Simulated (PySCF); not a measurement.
# One molecule, a ladder of functionals, a line

Molecule: SMILES [C-]#[N+]C(C)C, C4H7N.

Atom-mapped SMILES (the numbers label the heavy atoms): `[C-:1]#[N+:2][CH:3]([CH3:4])[CH3:5]`. Hydrogens are named by the atom that carries them.

GIAO shieldings (ppm, equivalent atoms averaged) in PySCF on the PBE0-D3(BJ)/def2-SVP geometry, basis pcSseg-2, gas phase, non-relativistic:

| functional | exact exchange (%) | σ(C3) |
| --- | --- | --- |
| BLYP | 0 | 125.5 |
| BP86 | 0 | 130.6 |
| PBE | 0 | 130.9 |
| B3LYP | 20 | 131.0 |
| PBE0 | 25 | 137.2 |
| mPW1PW91 | 25 | 136.4 |
| HF | 100 | 149.0 |

**Question.** Fit each shielding as a line in the percentage of exact exchange.

**Answer.** σ(C3) = 129.5 + 0.20 x (rms 2.3 ppm). The functionals also differ in their semilocal parts, which the line can't hold; Hartree–Fock has no correlation at all.

**Question.** What does the line predict for BHandHLYP (50 %), and what does the run give?

**Answer.** σ(C3): 139.5 predicted, 138.1 computed ppm.
